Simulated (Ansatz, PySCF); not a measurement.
The pair A = CH5N (SMILES CN) (first 7 atoms), B = CH4O (SMILES CO); geometry from S66by8 set.
(charge 0, multiplicity 1):
```xyz
13

N     -1.68328    -0.42000    -0.57916
H     -0.69288    -0.63221    -0.60723
H     -2.15827    -1.30954    -0.50232
C     -1.96561     0.38176     0.60908
H     -3.03145     0.59606     0.65886
H     -1.67062    -0.07191     1.56105
H     -1.45283     1.33818     0.52465
O      1.55720    -0.41766    -0.50551
H      1.83923    -0.04771    -1.34537
C      1.94312     0.49392     0.51393
H      1.61993     0.06429     1.45700
H      3.02417     0.63300     0.55297
H      1.46464     1.46752     0.39875
```

Correlated levels freeze the cores. Rows in 6-31G* carry no dispersion term and start afresh at each structure (6-31G* with six Cartesian d functions).

The values were computed with Ansatz (Gaussian orbitals); PySCF for 6-31G* rows. Values without a source in brackets are computed.

Total energies (hartree), monomers frozen at their geometry in the pair:

```tsv
structure	HF/6-31G*	PBE/def2-TZVPPD	MP2/aug-cc-pVDZ
AB	-210.2481979	-211.4063022	-211.0005106
A in the pair's basis	-95.2096604	-95.7685811	-95.5738021
B in the pair's basis	-115.0360132	-115.6341482	-115.4224577
A	-95.2094399	-95.7685017	-95.5731164
B	-115.0347944	-115.6340974	-115.4214654
```

Work out the interaction energy without and with the counterpoise correction, and the superposition error, for each level.


E(AB) − E(A) − E(B), times 627.509 kcal/mol, with the monomers in their own basis and then in the pair's basis:
- HF/6-31G*: -2.49 uncorrected, -1.58 corrected; the monomers gain 0.90 kcal/mol from borrowed functions
- PBE/def2-TZVPPD: -2.32 uncorrected, -2.24 corrected; the monomers gain 0.08 kcal/mol from borrowed functions
- MP2/aug-cc-pVDZ: -3.72 uncorrected, -2.67 corrected; the monomers gain 1.05 kcal/mol from borrowed functions

Ansatz is a quantum-chemistry and plane-wave program.
